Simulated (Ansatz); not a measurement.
Total energies of the cluster Si₂H₂⁻ from Ansatz at PBE0-D4/def2-TZVPD, gas phase (1 Eh = 27.2114 eV = 2625.5 kJ/mol). The reference geometry is relaxed at r2SCAN-D4/def2-TZVPD.

Cartesian coordinates in Å:
```
Si 0.9439 -0.2450 -0.4943
Si -0.9435 0.2448 0.4941
H 1.6814 1.0710 -0.7489
H -1.6817 -1.0707 0.7491
```

```
            state                         geometry  energy (Eh)
charge -1 doublet                        reference   -579.90733
 charge 0 triplet                        reference   -579.83033
charge -1 quartet  relaxed at r2SCAN-D4/def2-TZVPD   -579.86896
```

(1) Work out the vertical ionisation energy to the triplet.

(2) Which of the charge -1 states is lowest, and how far above it are the others?

(1) E(charge 0 triplet) − E(charge -1 doublet) = -579.83033 − (-579.90733) = 0.07700 Eh = 2.10 eV. For comparison, −ε of the highest occupied level of the spin that leaves is 0.33 eV at this level, 1.77 eV less.

(2) The doublet. quartet: -579.86896 − (-579.90733) = 0.03837 Eh = 100.7 kJ/mol.

At PBE0-D4/def2-TZVPD the highest occupied level of the charge -1 quartet lies above zero (up to 0.18 eV). The electron is either unbound and held by the finite basis, or the level is raised by self-interaction error.

The structure comes from a short search, and lower isomers may exist.
